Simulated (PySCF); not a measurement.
Point groups of optimised structures. Level of theory: PBE0-D3(BJ)/def2-SVP geometry optimisation, gas phase (PySCF 2.14.0). The symmetry is that of the one conformer found, every atom within 0.08 Å of its image; none is proved a minimum here.

`[BH2:1][CH2:2][SiH3:3]` with H–B1–C2–Si3 -88° and 88°: symmetry, top, dipole?

Cs; near-prolate asymmetric top; symmetry number 1; 2 operations, which sort the 10 atoms into 7 sets; dipole 0.94 D, in the ab plane, which is the mirror; A, B, C = 21661, 5503, 4977 MHz; heavy atoms equivalent by symmetry: none.

`[CH:1]#[C:2][BH2-:3][PH3+:4]`: symmetry, top, dipole?

Cs; near-prolate asymmetric top; symmetry number 1; 2 operations, which sort the 10 atoms into 8 sets; dipole 4.65 D, in the ab plane, which is the mirror; heavy atoms equivalent by symmetry: none.

Point group, rotor type and polarity of `[SiH3:1][Se:2][SiH2:3][Br:4]` with Si1–Se2–Si3–Br4 -56°?

C1; asymmetric top; symmetry number 1; this conformer is chiral (no improper operation); dipole 0.98 D.

`[cH:1]1[cH:2][cH:3][nH:4][cH:5]1`: symmetry, top, dipole?

C2v; near-oblate asymmetric top; symmetry number 2; 4 operations, which sort the 10 atoms into 6 sets; dipole 2.05 D, along a, the twofold axis; heavy atoms equivalent by symmetry: C1/C2, C3/C5.

Point group, rotor type and polarity of `[CH3:1][N:2]=[PH3:3]` with H–C1–N2–P3 60° (nearest H), H–P3–N2–C1 -61° (nearest H)?

Cs; near-prolate asymmetric top; symmetry number 1; 2 operations, which sort the 9 atoms into 7 sets; dipole 2.46 D, in the ab plane, which is the mirror; heavy atoms equivalent by symmetry: none.
